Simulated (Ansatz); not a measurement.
**CH₃OSi− (SMILES C1O[SiH-]1): one structure at several levels**

One table from this session's results is given with a row withheld; the runs are named, their logs left out.

Method: single points in def2-TZVPPD; program: Ansatz 0.2.0, Gaussian basis.

Correlated methods freeze the cores.

## The system as given

SMILES `C1O[SiH-]1`, 6 atoms, charge -1, spin multiplicity 1.

Atoms are counted from 1 here; the program's logs count them from 0.

Bond lengths: C1–O2 1.418 Å, C1–Si3 1.913 Å, C1–H4 1.081 Å, C1–H5 1.092 Å, O2–Si3 1.878 Å, Si3–H6 1.524 Å. Angles: O2–C1–Si3 66.7°, O2–C1–H4 110.4°, O2–C1–H5 115.9°, Si3–C1–H4 116.6°, Si3–C1–H5 119.9°, H4–C1–H5 116.9°, C1–O2–Si3 69.4°, C1–Si3–O2 43.9°, C1–Si3–H6 93.5°, O2–Si3–H6 98.4°.

Geometry (Å):

```xyz
6
charge -1, multiplicity 1
C     0.03380   -0.19420   -0.60006
O    -0.98434   -0.63078    0.28576
Si   -0.33612    1.05448    0.80186
H    -0.38349    0.03209   -1.57151
H     0.96066   -0.77218   -0.58344
H     0.83863    0.58932    1.65350
```

Set-up of the first run:

The input, run/in.yaml:

```yaml
crystal:
  periodic: [false, false, false]
  atoms:
    - {symbol: C, position_ang: [0.033797, -0.194205, -0.600065]}
    - {symbol: O, position_ang: [-0.984340, -0.630781, 0.285756]}
    - {symbol: Si, position_ang: [-0.336121, 1.054482, 0.801860]}
    - {symbol: H, position_ang: [-0.383494, 0.032087, -1.571509]}
    - {symbol: H, position_ang: [0.960659, -0.772184, -0.583440]}
    - {symbol: H, position_ang: [0.838626, 0.589318, 1.653498]}
basis:
  gaussian: {orbitals: "def2-TZVPPD.json"}
total_charge: -1
hamiltonian: {xc: pbe, dispersion: d4}
output: {forces: true}
```

The basis file named in the input lies beside it (Basis Set Exchange, JSON).

The run is started by

```bash
> ansatz run in.yaml --threads 2 --pin off --events-out ev --progress --plain --max-ram 3481MiB
```

Among the steps run: PBE-D4/def2-TZVPPD; r2SCAN-D4/def2-TZVPPD; PBE0-D4/def2-TZVPPD; wB97M-V/def2-TZVPPD; CCSD(T)/def2-TZVPPD.

One of the session's tables, all rows but one given; the rest of the session is left out.

| method | RMS force component (eV/Å) | angle to CCSD(T) forces (°) |
| --- | --- | --- |
| PBE-D4 | 0.433 | 24.3 |
| r2SCAN-D4 | 0.474 | 15.9 |
| PBE0-D4 | 0.543 | 25.3 |
| wB97M-V | ? | ? |
| CCSD(T) | 0.429 | reference |

Estimate the missing values for wB97M-V.

**Answer.** RMS force component (eV/Å): 0.519; angle to CCSD(T) forces (°): 15.5. In the column «RMS force component (eV/Å)» it lies between r2SCAN-D4 (0.474) and PBE0-D4 (0.543).
